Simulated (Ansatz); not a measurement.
Calculated with Ansatz (gas phase, PBE0-D4/def2-TZVP geometries, no zero-point term in ΔE). CCSD(T)/CBS is the MP2 limit (def2-TZVPP, def2-QZVPP) plus CCSD(T) − MP2 in def2-TZVPP, frozen cores. Double bonds are as drawn, so ΔE can hold a change between cis and trans. Functionals use def2-TZVPP. One conformer a species, not always the lowest.

`C/C(=C/F)CO` → `CC/C(O)=C/F`  (isomerisation)

`C/C(=C/F)CO`:

Cartesian coordinates in Å:
```
C 1.131 -0.991 0.035
C 0.114 0.068 0.307
C -0.322 0.278 1.540
F -1.239 1.212 1.839
C -0.401 0.852 -0.862
O -1.047 0.025 -1.815
H 1.390 -1.550 0.936
H 2.048 -0.549 -0.368
H 0.759 -1.693 -0.715
H 0.008 -0.262 2.421
H 0.440 1.305 -1.396
H -1.057 1.659 -0.526
H -1.825 -0.352 -1.395
```

`CC/C(O)=C/F`:

Z-matrix (Å, degrees):
```
C
C 1 1.524
H 1 1.091 2 110.9
H 1 1.092 2 110.8 3 -120.0
H 1 1.092 2 110.6 3 120.0
C 2 1.487 1 112.9 3 58.1
H 2 1.096 1 109.6 3 -62.5
H 2 1.093 1 110.5 3 179.8
C 6 1.328 2 123.4 1 117.4
O 6 1.355 2 114.1 1 -62.2
F 9 1.356 6 119.5 2 -179.6
H 9 1.079 6 126.2 2 0.5
H 10 0.964 6 108.5 2 179.0
```

```csv
level,ΔE (eV)
PBE,-0.24
CCSD(T)/def2-TZVPP,-0.19
```

Problem. What does CCSD(T)/CBS give? (Best estimate.)

Solution. Ansatz gave: -0.20 eV. The listed levels differ from it by -0.04, 0.01 eV.

Largest T1 diagnostic among the species: 0.012.
